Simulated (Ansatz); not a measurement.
Input for Ansatz (development build ahead of 0.2.0):

```yaml
crystal:
  periodic: [false, false, false]
  atoms:
    - { symbol: C, position_ang: [0.0, 0.0, 0.0] }
    - { symbol: H, position_ang: [0.0, 0.0, 8.0] }
basis:
  gaussian: { orbitals: pcseg-2 }
magnetization:
  initial_magnetization: 1
hamiltonian:
  xc: pbe
```

The input is written out in the form of the current development build from the run's settings.

Results

```
Converged                       : yes
Total energy                    : -38.22656 hartree
Spin squared of the determinant : 0.750
Stability test                  : minimum among restricted orbitals
```

Caution: stretched shape with no unrestricted run beside it, a lower state can exist; charge can spread falsely over distant fragments.
